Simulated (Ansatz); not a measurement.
AlH3S (SMILES [AlH2][SH]): the vertical energy of the triplet above the singlet, rung by rung

AlH3S has 5 atoms, charge 0, and is taken as a singlet. As SMILES, `[AlH2][SH]`. Geometry: relaxed at PBE0-D4/def2-TZVP.

Quantity: the vertical energy of the triplet above the singlet, in eV. The values are calculated.

```json
{"level": "revPBE/STO-3G", "kind": "GGA", "program": "Ansatz", "value (eV)": "6.66", "less FCI/STO-3G": "-0.19", "CPU time (all runs)": "6.4 s"}
{"level": "B3LYP/STO-3G", "kind": "global hybrid", "program": "Ansatz", "value (eV)": "6.96", "less FCI/STO-3G": "+0.11", "CPU time (all runs)": "5.7 s"}
{"level": "CAM-B3LYP/STO-3G", "kind": "range-separated hybrid", "program": "Ansatz", "value (eV)": "7.05", "less FCI/STO-3G": "+0.20", "CPU time (all runs)": "9.5 s"}
{"level": "wB97M-V/STO-3G", "kind": "range-separated hybrid", "program": "Ansatz", "value (eV)": "7.31", "less FCI/STO-3G": "+0.46", "CPU time (all runs)": "58 s"}
{"level": "MP2/STO-3G", "kind": "perturbation theory", "program": "Ansatz", "value (eV)": "6.89", "less FCI/STO-3G": "+0.04", "CPU time (all runs)": "0.55 s"}
{"level": "BCCD(T)/STO-3G", "kind": "coupled cluster or CI", "program": "Ansatz", "value (eV)": "6.85", "less FCI/STO-3G": "0.00", "CPU time (all runs)": "0.8 s"}
{"level": "CCSD/STO-3G", "kind": "coupled cluster or CI", "program": "Ansatz", "value (eV)": "6.83", "less FCI/STO-3G": "-0.02", "CPU time (all runs)": "0.67 s"}
{"level": "CCSDT(Q)/STO-3G", "kind": "coupled cluster or CI", "program": "Ansatz", "value (eV)": "6.85", "less FCI/STO-3G": "0.00", "CPU time (all runs)": "1.4 s"}
{"level": "FCI/STO-3G", "kind": "exact in the basis", "program": "Ansatz", "value (eV)": "6.85", "less FCI/STO-3G": "0.00", "CPU time (all runs)": "3.3 s"}
```

FCI/STO-3G is exact within its basis and frozen core, so for wave-function methods in that basis the difference is their error; functionals converge differently with the basis, so for them it is only a difference. The values span 6.66 to 7.31 eV. A triplet this far above the singlet is often a Rydberg-like or dissociative state; sets without diffuse functions put Rydberg states too high. All rows use very small basis sets, so even the best lies far from the true value. CPU times are rough (shared hosts, several kinds of processor): they show what a rung costs within a factor of a few.
